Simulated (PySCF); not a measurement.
3-chloro-2-fluoroprop-1-ene, C₃H₄ClF.
SMILES: `C=C(F)CCl`

Computed, not measured: MP2 and CCSD/aug-cc-pVDZ in PySCF, restricted Hartree–Fock reference, 9 core orbitals frozen, non-relativistic, gas phase, PBE0-D3(BJ)/def2-SVP geometry.

E(HF) = -674.87558 Eh.

Problem. How large is the problem?

Solution. 155 basis functions and 48 electrons; 9 orbitals frozen, which leaves o = 15 correlated occupied and v = 131 virtual orbitals. That is o·v = 1965 singles and o·v(o·v + 1)/2 = 1931595 distinct closed-shell doubles amplitudes before symmetry; the costliest CCSD step grows as o²v⁴ = 6.6 × 10^10.

Problem. What are the MP2 and CCSD correlation energies?

Solution. MP2 -0.7672 Eh and CCSD -0.8097 Eh, which gives totals of -675.64281 and -675.68530 Eh. That is 0.734 eV for each correlated electron at CCSD (2126 kJ/mol in all, 0.120 % of the total energy); MP2 gives 94.8 % of the CCSD value.

Problem. What is the T1 diagnostic?

Solution. 0.0115, below the customary warning level of 0.02. It is the norm of the spatial-orbital singles amplitudes over the root of the number of correlated electrons, so the norm is 0.063.

Problem. How does correlation change the dipole moment?

Solution. HF gives 2.73 D and CCSD (unrelaxed density) 2.42 D, a change of -0.31 D.

No triples correction and no basis-set extrapolation were made.

The values belong to the conformer `[CH2:1]=[C:2]([F:3])[CH2:4][Cl:5]`: C1–C2–C4–Cl5 117°.
